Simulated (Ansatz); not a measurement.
Task: Name a neutral molecule of C and H with ideal-gas entropy at 298 K and 1 bar (rigid rotor, harmonic PBE0-D4/def2-TZVP) between 237 and 253 J/(mol·K) and HOMO–LUMO gap (PBE/def2-TZVPP) between 5.65 and 5.95 eV (Ansatz, PBE0-D4/def2-TZVP geometry).

Result: `C=C=C` (242 J/(mol·K), 5.85 eV). Other molecules can fit too; these were computed, each in one conformer that needn't be the lowest.
